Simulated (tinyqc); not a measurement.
UHF in the sto-6g basis, for H2O, spin multiplicity 1, step by step (part 2 of 3). Computed by tinyqc, a small Python program that keeps every step (integrals from PySCF). Command: `OMP_NUM_THREADS=1 python tinyqc.py 28045 28046 out.jsonl` (the two numbers bound the seeds that draw the settings). One thread of a shared host (Intel(R) Xeon(R) Processor @ 2.60GHz), about 0.2 s of CPU time with the checks.

Geometry (angstrom):
```
atom         x          y         z
O     0.000000   0.000000  0.000000
H     0.000000   0.962000  0.602000
H     0.000000  -1.002000  0.627000
```

## Iteration 2: building the Fock matrix

D(alpha) after iteration 1, order 1O 1s, 1O 2s, 1O 2px, 1O 2py, 1O 2pz, 2H 1s, 3H 1s:
$$\begin{pmatrix}
1.055822 & -0.242671 & 0.018505 & -0.001604 & 0.008798 & 0.001040 & -0.003120 \\
-0.242671 & 1.066313 & -0.128888 & 0.010427 & -0.051355 & -0.035728 & -0.005315 \\
0.018505 & -0.128888 & 0.933121 & -0.080534 & -0.080311 & 0.274274 & 0.063610 \\
-0.001604 & 0.010427 & -0.080534 & 0.825102 & 0.007557 & 0.106556 & -0.142307 \\
0.008798 & -0.051355 & -0.080311 & 0.007557 & 0.941026 & 0.054902 & 0.076087 \\
0.001040 & -0.035728 & 0.274274 & 0.106556 & 0.054902 & 0.107995 & 0.003849 \\
-0.003120 & -0.005315 & 0.063610 & -0.142307 & 0.076087 & 0.003849 & 0.034441
\end{pmatrix}$$

D(beta) after iteration 1, order 1O 1s, 1O 2s, 1O 2px, 1O 2py, 1O 2pz, 2H 1s, 3H 1s:
$$\begin{pmatrix}
1.055822 & -0.242671 & -0.018505 & -0.001604 & 0.008798 & 0.001040 & -0.003120 \\
-0.242671 & 1.066313 & 0.128888 & 0.010427 & -0.051355 & -0.035728 & -0.005315 \\
-0.018505 & 0.128888 & 0.933121 & 0.080534 & 0.080311 & -0.274274 & -0.063610 \\
-0.001604 & 0.010427 & 0.080534 & 0.825102 & 0.007557 & 0.106556 & -0.142307 \\
0.008798 & -0.051355 & 0.080311 & 0.007557 & 0.941026 & 0.054902 & 0.076087 \\
0.001040 & -0.035728 & -0.274274 & 0.106556 & 0.054902 & 0.107995 & 0.003849 \\
-0.003120 & -0.005315 & -0.063610 & -0.142307 & 0.076087 & 0.003849 & 0.034441
\end{pmatrix}$$

core Hamiltonian H = T + V (hartree), order 1O 1s, 1O 2s, 1O 2px, 1O 2py, 1O 2pz, 2H 1s, 3H 1s:
$$\begin{pmatrix}
-32.845117 & -7.258572 & 0.000000 & -0.000775 & -0.011912 & -1.164034 & -1.043626 \\
-7.258572 & -9.068184 & 0.000000 & -0.008338 & -0.138871 & -2.720070 & -2.503051 \\
0.000000 & 0.000000 & -7.326256 & 0.000000 & 0.000000 & 0.000000 & 0.000000 \\
-0.000775 & -0.008338 & 0.000000 & -7.440160 & -0.003776 & -1.709884 & 1.596449 \\
-0.011912 & -0.138871 & 0.000000 & -0.003776 & -7.370858 & -1.101557 & -1.029591 \\
-1.164034 & -2.720070 & 0.000000 & -1.709884 & -1.101557 & -4.403842 & -0.746478 \\
-1.043626 & -2.503051 & 0.000000 & 1.596449 & -1.029591 & -0.746478 & -4.268815
\end{pmatrix}$$

nuclear repulsion = 7.58140611 hartree

Given earlier and not repeated: Two-electron integrals (ij|kl) in chemists' order.

J_ij = sum D_kl (ij|kl) with D = D(alpha) + D(beta), K_ij = sum D_kl (ik|jl) for each spin; F = H + J - K(s); E = tr D H + tr D J / 2 - 0.5 sum_s tr D(s) K(s) + E_nn.

Coulomb J (hartree), order 1O 1s, 1O 2s, 1O 2px, 1O 2py, 1O 2pz, 2H 1s, 3H 1s:
$$\begin{pmatrix}
18.187575 & 3.259702 & 0.000000 & 0.001255 & -0.000485 & 0.533319 & 0.477896 \\
3.259702 & 8.572932 & 0.000000 & 0.009922 & 0.015129 & 2.512239 & 2.302805 \\
0.000000 & 0.000000 & 8.565771 & 0.000000 & 0.000000 & 0.000000 & 0.000000 \\
0.001255 & 0.009922 & 0.000000 & 8.574933 & 0.002836 & 1.706151 & -1.577975 \\
-0.000485 & 0.015129 & 0.000000 & 0.002836 & 8.578090 & 1.071515 & 0.993571 \\
0.533319 & 2.512239 & 0.000000 & 1.706151 & 1.071515 & 4.523851 & 0.680917 \\
0.477896 & 2.302805 & 0.000000 & -1.577975 & 0.993571 & 0.680917 & 4.327613
\end{pmatrix}$$

exchange K(alpha) (hartree), order 1O 1s, 1O 2s, 1O 2px, 1O 2py, 1O 2pz, 2H 1s, 3H 1s:
$$\begin{pmatrix}
4.924780 & 0.782983 & -0.000508 & 0.000036 & 0.000853 & 0.137783 & 0.123926 \\
0.782983 & 1.381603 & -0.029686 & 0.002050 & -0.005691 & 0.416109 & 0.383092 \\
-0.000508 & -0.029686 & 1.109298 & -0.031186 & -0.032034 & 0.067952 & 0.019503 \\
0.000036 & 0.002050 & -0.031186 & 1.109855 & 0.002892 & 0.270974 & -0.257287 \\
0.000853 & -0.005691 & -0.032034 & 0.002892 & 1.146556 & 0.172290 & 0.162834 \\
0.137783 & 0.416109 & 0.067952 & 0.270974 & 0.172290 & 0.330129 & 0.086531 \\
0.123926 & 0.383092 & 0.019503 & -0.257287 & 0.162834 & 0.086531 & 0.268964
\end{pmatrix}$$

exchange K(beta) (hartree), order 1O 1s, 1O 2s, 1O 2px, 1O 2py, 1O 2pz, 2H 1s, 3H 1s:
$$\begin{pmatrix}
4.924780 & 0.782983 & 0.000508 & 0.000036 & 0.000853 & 0.137783 & 0.123926 \\
0.782983 & 1.381603 & 0.029686 & 0.002050 & -0.005691 & 0.416109 & 0.383092 \\
0.000508 & 0.029686 & 1.109298 & 0.031186 & 0.032034 & -0.067952 & -0.019503 \\
0.000036 & 0.002050 & 0.031186 & 1.109855 & 0.002892 & 0.270974 & -0.257287 \\
0.000853 & -0.005691 & 0.032034 & 0.002892 & 1.146556 & 0.172290 & 0.162834 \\
0.137783 & 0.416109 & -0.067952 & 0.270974 & 0.172290 & 0.330129 & 0.086531 \\
0.123926 & 0.383092 & -0.019503 & -0.257287 & 0.162834 & 0.086531 & 0.268964
\end{pmatrix}$$

F(alpha) (hartree), order 1O 1s, 1O 2s, 1O 2px, 1O 2py, 1O 2pz, 2H 1s, 3H 1s:
$$\begin{pmatrix}
-19.582322 & -4.781853 & 0.000508 & 0.000444 & -0.013250 & -0.768498 & -0.689656 \\
-4.781853 & -1.876855 & 0.029686 & -0.000466 & -0.118052 & -0.623940 & -0.583338 \\
0.000508 & 0.029686 & 0.130217 & 0.031186 & 0.032034 & -0.067952 & -0.019503 \\
0.000444 & -0.000466 & 0.031186 & 0.024918 & -0.003832 & -0.274707 & 0.275761 \\
-0.013250 & -0.118052 & 0.032034 & -0.003832 & 0.060676 & -0.202333 & -0.198854 \\
-0.768498 & -0.623940 & -0.067952 & -0.274707 & -0.202333 & -0.210120 & -0.152092 \\
-0.689656 & -0.583338 & -0.019503 & 0.275761 & -0.198854 & -0.152092 & -0.210166
\end{pmatrix}$$

F(beta) (hartree), order 1O 1s, 1O 2s, 1O 2px, 1O 2py, 1O 2pz, 2H 1s, 3H 1s:
$$\begin{pmatrix}
-19.582322 & -4.781853 & -0.000508 & 0.000444 & -0.013250 & -0.768498 & -0.689656 \\
-4.781853 & -1.876855 & -0.029686 & -0.000466 & -0.118052 & -0.623940 & -0.583338 \\
-0.000508 & -0.029686 & 0.130217 & -0.031186 & -0.032034 & 0.067952 & 0.019503 \\
0.000444 & -0.000466 & -0.031186 & 0.024918 & -0.003832 & -0.274707 & 0.275761 \\
-0.013250 & -0.118052 & -0.032034 & -0.003832 & 0.060676 & -0.202333 & -0.198854 \\
-0.768498 & -0.623940 & 0.067952 & -0.274707 & -0.202333 & -0.210120 & -0.152092 \\
-0.689656 & -0.583338 & 0.019503 & 0.275761 & -0.198854 & -0.152092 & -0.210166
\end{pmatrix}$$

total energy of this density = -75.01066237 hartree

## Iteration 2: DIIS over 2 matrices

error matrix X^T (FDS - SDF) X (alpha):
$$\begin{pmatrix}
0.000000 & 0.001146 & 0.004433 & 0.000127 & -0.000507 & -0.017435 & -0.016954 \\
-0.001146 & 0.000000 & -0.034453 & 0.000552 & 0.014879 & 0.146529 & 0.141803 \\
-0.004433 & 0.034453 & 0.000000 & 0.045950 & 0.041525 & 0.053914 & 0.025712 \\
-0.000127 & -0.000552 & -0.045950 & 0.000000 & -0.000125 & 0.262094 & -0.275231 \\
0.000507 & -0.014879 & -0.041525 & 0.000125 & 0.000000 & 0.157453 & 0.162520 \\
0.017435 & -0.146529 & -0.053914 & -0.262094 & -0.157453 & 0.000000 & 0.003865 \\
0.016954 & -0.141803 & -0.025712 & 0.275231 & -0.162520 & -0.003865 & 0.000000
\end{pmatrix}$$

B (overlaps of the stored error matrices):
$$\begin{pmatrix}
1.1782427e+00 & 1.0430796e+00 \\
1.0430796e+00 & 9.8667518e-01
\end{pmatrix}$$

Minimise |sum c_i e_i|^2 with sum c_i = 1: solve [B -1; -1 0][c; lambda] = [0; -1] with B_ij = tr e_i^T e_j summed over both spins, and take F = sum c_i F_i.

DIIS coefficients: [-0.716168, 1.716168]

extrapolated F(alpha) (hartree), order 1O 1s, 1O 2s, 1O 2px, 1O 2py, 1O 2pz, 2H 1s, 3H 1s:
$$\begin{pmatrix}
-19.920959 & -4.847071 & 0.000205 & 0.000727 & -0.016319 & -0.778730 & -0.698945 \\
-4.847071 & -2.019399 & 0.053379 & 0.001389 & -0.104038 & -0.693810 & -0.652271 \\
0.000205 & 0.053379 & -0.010809 & 0.056097 & 0.057148 & -0.066449 & -0.021910 \\
0.000727 & 0.001389 & 0.056097 & -0.090734 & -0.004648 & -0.347283 & 0.352848 \\
-0.016319 & -0.104038 & 0.057148 & -0.004648 & -0.079719 & -0.246379 & -0.244597 \\
-0.778730 & -0.693810 & -0.066449 & -0.347283 & -0.246379 & -0.287317 & -0.165981 \\
-0.698945 & -0.652271 & -0.021910 & 0.352848 & -0.244597 & -0.165981 & -0.287424
\end{pmatrix}$$

extrapolated F(beta) (hartree), order 1O 1s, 1O 2s, 1O 2px, 1O 2py, 1O 2pz, 2H 1s, 3H 1s:
$$\begin{pmatrix}
-19.920959 & -4.847071 & -0.000205 & 0.000727 & -0.016319 & -0.778730 & -0.698945 \\
-4.847071 & -2.019399 & -0.053379 & 0.001389 & -0.104038 & -0.693810 & -0.652271 \\
-0.000205 & -0.053379 & -0.010809 & -0.056097 & -0.057148 & 0.066449 & 0.021910 \\
0.000727 & 0.001389 & -0.056097 & -0.090734 & -0.004648 & -0.347283 & 0.352848 \\
-0.016319 & -0.104038 & -0.057148 & -0.004648 & -0.079719 & -0.246379 & -0.244597 \\
-0.778730 & -0.693810 & 0.066449 & -0.347283 & -0.246379 & -0.287317 & -0.165981 \\
-0.698945 & -0.652271 & 0.021910 & 0.352848 & -0.244597 & -0.165981 & -0.287424
\end{pmatrix}$$

## Iteration 2: diagonalisation and new density

X, order 1O 1s, 1O 2s, 1O 2px, 1O 2py, 1O 2pz, 2H 1s, 3H 1s:
$$\begin{pmatrix}
1.022187 & -0.130960 & 0.000000 & -0.000550 & -0.005247 & 0.017089 & 0.015986 \\
-0.130960 & 1.134482 & 0.000000 & 0.006994 & 0.052700 & -0.213158 & -0.191841 \\
0.000000 & 0.000000 & 1.000000 & 0.000000 & 0.000000 & 0.000000 & 0.000000 \\
-0.000550 & 0.006994 & 0.000000 & 1.069571 & 0.002912 & -0.173199 & 0.160849 \\
-0.005247 & 0.052700 & 0.000000 & 0.002912 & 1.024446 & -0.098448 & -0.090135 \\
0.017089 & -0.213158 & 0.000000 & -0.173199 & -0.098448 & 1.114165 & -0.042523 \\
0.015986 & -0.191841 & 0.000000 & 0.160849 & -0.090135 & -0.042523 & 1.097672
\end{pmatrix}$$

overlap S, order 1O 1s, 1O 2s, 1O 2px, 1O 2py, 1O 2pz, 2H 1s, 3H 1s:
$$\begin{pmatrix}
1.000000 & 0.231145 & 0.000000 & 0.000000 & 0.000000 & 0.036821 & 0.033014 \\
0.231145 & 1.000000 & 0.000000 & 0.000000 & 0.000000 & 0.368471 & 0.342630 \\
0.000000 & 0.000000 & 1.000000 & 0.000000 & 0.000000 & 0.000000 & 0.000000 \\
0.000000 & 0.000000 & 0.000000 & 1.000000 & 0.000000 & 0.277011 & -0.261743 \\
0.000000 & 0.000000 & 0.000000 & 0.000000 & 1.000000 & 0.173348 & 0.163785 \\
0.036821 & 0.368471 & 0.000000 & 0.277011 & 0.173348 & 1.000000 & 0.126962 \\
0.033014 & 0.342630 & 0.000000 & -0.261743 & 0.163785 & 0.126962 & 1.000000
\end{pmatrix}$$

A level shift of 1 hartree raises the virtual space: F + shift (S - S D(s) S), with D(s) the density of one spin. Diagonalise F' = X^T F X, C = X C', fill 5 alpha and 5 beta electrons from the bottom; D(s) = C_occ C_occ^T. Each column has its largest component positive (the first on a tie).

F' = X^T F X (alpha) (hartree):
$$\begin{pmatrix}
-19.595367 & -2.492386 & -0.014299 & -0.000647 & -0.033984 & -0.081279 & -0.061290 \\
-2.492386 & -0.932516 & 0.140271 & 0.013303 & 0.086420 & -0.567005 & -0.535352 \\
-0.014299 & 0.140271 & 0.056070 & 0.115701 & 0.118374 & -0.325476 & -0.087011 \\
-0.000647 & 0.013303 & 0.115701 & 0.276060 & -0.001782 & -0.645521 & 0.655492 \\
-0.033984 & 0.086420 & 0.118374 & -0.001782 & 0.048257 & -0.380688 & -0.381683 \\
-0.081279 & -0.567005 & -0.325476 & -0.645521 & -0.380688 & 0.881941 & -0.060862 \\
-0.061290 & -0.535352 & -0.087011 & 0.655492 & -0.381683 & -0.060862 & 0.897225
\end{pmatrix}$$

orbital energies (alpha) (hartree): MO1 -19.924496, MO2 -0.952888, MO3 -0.366555, MO4 -0.147775, MO5 -0.050429, MO6 1.443365, MO7 1.630448

coefficients C (alpha), order 1O 1s, 1O 2s, 1O 2px, 1O 2py, 1O 2pz, 2H 1s, 3H 1s:
$$\begin{pmatrix}
0.996527 & -0.230451 & -0.000306 & 0.075137 & 0.010623 & 0.099589 & 0.027273 \\
0.015484 & 0.906988 & -0.003530 & -0.374245 & -0.090714 & -0.621383 & -0.178831 \\
-0.000066 & -0.018359 & 0.004059 & 0.132388 & 0.955664 & -0.195829 & -0.174578 \\
0.000072 & -0.003733 & 0.741229 & -0.013772 & -0.101489 & 0.201349 & -0.774238 \\
0.001790 & 0.143772 & 0.000639 & 0.861700 & -0.238284 & -0.485039 & -0.121966 \\
-0.002952 & 0.121602 & 0.326745 & 0.215187 & 0.244209 & 0.520182 & 0.911318 \\
-0.002694 & 0.123560 & -0.330090 & 0.195356 & 0.059963 & 0.898362 & -0.551996
\end{pmatrix}$$

F' = X^T F X (beta) (hartree):
$$\begin{pmatrix}
-19.595367 & -2.492386 & 0.014299 & -0.000647 & -0.033984 & -0.081279 & -0.061290 \\
-2.492386 & -0.932516 & -0.140271 & 0.013303 & 0.086420 & -0.567005 & -0.535352 \\
0.014299 & -0.140271 & 0.056070 & -0.115701 & -0.118374 & 0.325476 & 0.087011 \\
-0.000647 & 0.013303 & -0.115701 & 0.276060 & -0.001782 & -0.645521 & 0.655492 \\
-0.033984 & 0.086420 & -0.118374 & -0.001782 & 0.048257 & -0.380688 & -0.381683 \\
-0.081279 & -0.567005 & 0.325476 & -0.645521 & -0.380688 & 0.881941 & -0.060862 \\
-0.061290 & -0.535352 & 0.087011 & 0.655492 & -0.381683 & -0.060862 & 0.897225
\end{pmatrix}$$

orbital energies (beta) (hartree): MO1 -19.924496, MO2 -0.952888, MO3 -0.366555, MO4 -0.147775, MO5 -0.050429, MO6 1.443365, MO7 1.630448

coefficients C (beta), order 1O 1s, 1O 2s, 1O 2px, 1O 2py, 1O 2pz, 2H 1s, 3H 1s:
$$\begin{pmatrix}
0.996527 & -0.230451 & -0.000306 & 0.075137 & -0.010623 & 0.099589 & 0.027273 \\
0.015484 & 0.906988 & -0.003530 & -0.374245 & 0.090714 & -0.621383 & -0.178831 \\
0.000066 & 0.018359 & -0.004059 & -0.132388 & 0.955664 & 0.195829 & 0.174578 \\
0.000072 & -0.003733 & 0.741229 & -0.013772 & 0.101489 & 0.201349 & -0.774238 \\
0.001790 & 0.143772 & 0.000639 & 0.861700 & 0.238284 & -0.485039 & -0.121966 \\
-0.002952 & 0.121602 & 0.326745 & 0.215187 & -0.244209 & 0.520182 & 0.911318 \\
-0.002694 & 0.123560 & -0.330090 & 0.195356 & -0.059963 & 0.898362 & -0.551996
\end{pmatrix}$$

D(alpha) after iteration 2, order 1O 1s, 1O 2s, 1O 2px, 1O 2py, 1O 2pz, 2H 1s, 3H 1s:
$$\begin{pmatrix}
1.051932 & -0.222668 & 0.024264 & -0.001407 & 0.030866 & -0.012303 & -0.015743 \\
-0.222668 & 0.971168 & -0.152905 & 0.008359 & -0.170447 & 0.006407 & 0.034640 \\
0.024264 & -0.152905 & 0.931173 & -0.095735 & -0.116278 & 0.260963 & 0.079559 \\
-0.001407 & 0.008359 & -0.095735 & 0.559925 & 0.012253 & 0.213991 & -0.253909 \\
0.030866 & -0.170447 & -0.116278 & 0.012253 & 0.819980 & 0.144922 & 0.171599 \\
-0.012303 & 0.006407 & 0.260963 & 0.213991 & 0.144922 & 0.227502 & -0.036141 \\
-0.015743 & 0.034640 & 0.079559 & -0.253909 & 0.171599 & -0.036141 & 0.165993
\end{pmatrix}$$

D(beta) after iteration 2, order 1O 1s, 1O 2s, 1O 2px, 1O 2py, 1O 2pz, 2H 1s, 3H 1s:
$$\begin{pmatrix}
1.051932 & -0.222668 & -0.024264 & -0.001407 & 0.030866 & -0.012303 & -0.015743 \\
-0.222668 & 0.971168 & 0.152905 & 0.008359 & -0.170447 & 0.006407 & 0.034640 \\
-0.024264 & 0.152905 & 0.931173 & 0.095735 & 0.116278 & -0.260963 & -0.079559 \\
-0.001407 & 0.008359 & 0.095735 & 0.559925 & 0.012253 & 0.213991 & -0.253909 \\
0.030866 & -0.170447 & 0.116278 & 0.012253 & 0.819980 & 0.144922 & 0.171599 \\
-0.012303 & 0.006407 & -0.260963 & 0.213991 & 0.144922 & 0.227502 & -0.036141 \\
-0.015743 & 0.034640 & -0.079559 & -0.253909 & 0.171599 & -0.036141 & 0.165993
\end{pmatrix}$$
